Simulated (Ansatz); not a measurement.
What a trial cell of KH2 relaxes into

These are results of Ansatz, DFT PBE, scalar-relativistic, plane waves, PAW, not measurements. Cutoff 420 eV, Γ-centred k mesh, Gaussian smearing, no spin polarisation in the final step.

The start is a random cell of KH2 with space group Fdd2 (No. 43), drawn with lower limits on the distances.

```xyz
6
Lattice="0.0000 5.4180 3.2285 3.5744 0.0000 3.2285 3.5744 5.4180 0.0000" Properties=species:S:1:pos:R:3 pbc="T T T"
K     3.5744    5.4180    2.6480
K     5.3617    8.1270    4.2622
H     6.5531    8.9481    5.3808
H     4.1702    7.3059    5.3808
H     2.3830    6.2391    3.7666
H     4.7659    4.5969    3.7666
```

Steps on the 4×4×4 mesh (6 atoms). 12 of 15 steps are shown, and the free energy counts from the last. Trial steps that were taken back and renewals of the plane-wave basis can be among the rows.

```
step  ΔF (meV/atom) V (Å³/atom) P (GPa) largest force component (eV/Å)
   1          918.0        20.84     6.20                           3.496
   2          534.7        21.18     1.05                           1.388
   4          270.9        18.25    -1.12                           0.337
   5          181.9        16.98    -1.19                           0.208
   6          113.9        15.84    -0.83                           0.130
   7           67.8        14.86    -0.75                           0.232
   9            9.3        13.87    -0.44                           0.085
  10            6.2        13.91    -0.49                           0.061
  11            7.8        13.27     0.61                           0.094
  12            3.9        13.63    -0.01                           0.008
  14            0.0        13.72     0.02                           0.007
  15            0.0        13.72     0.02                           0.007
```

Steps on the 8×8×8 mesh (6 atoms). 4 of 4 steps are shown, and the free energy counts from the last.

| step | ΔF (meV/atom) | V (Å³/atom) | P (GPa) | largest force component (eV/Å) |
| --- | --- | --- | --- | --- |
| 1 | 6.5 | 13.72 | -0.02 | 0.197 |
| 2 | 2.1 | 13.97 | 0.00 | 0.119 |
| 3 | 0.1 | 13.88 | -0.09 | 0.017 |
| 4 | 0.0 | 13.88 | -0.08 | 0.017 |

A final relaxation ran on a 16×16×16 mesh. The relaxed crystal, I4_1/amd (No. 141):

Space group I4_1/amd:1 (No. 141). a = 3.428 Å, b = 3.428 Å, c = 14.193 Å, α = 90.00°, β = 90.00°, γ = 90.00°
| atom | site | symmetry | x | y | z |
| --- | --- | --- | --- | --- | --- |
| K | 4b | -4m2 | 0.5000 | 0.0000 | 0.2500 |
| H | 8e | 2mm. | 0.0000 | 0.5000 | 0.1366 |

| Quantity | Value |
| --- | --- |
| Volume per atom | 13.90 Å³ |
| Density | 1.64 g/cm³ |
| Energy over the elements | 0.32 eV/atom |
| Gap on the 16×16×16 mesh | 0 eV (a metal) |

Formation energies are uncorrected and refer to the elements' standard structures at the same level (H₂ as a molecule).

The final run used a 16×16×16 mesh on its 6-atom cell and 0.10 eV smearing. The k mesh leaves about 4 meV/atom of noise in metals.

A structure relaxed within its symmetry needn't be a true minimum.

Cost: 3 runs of about 4.9 core-minutes in all, on Arm Neoverse N1 (shared hosts).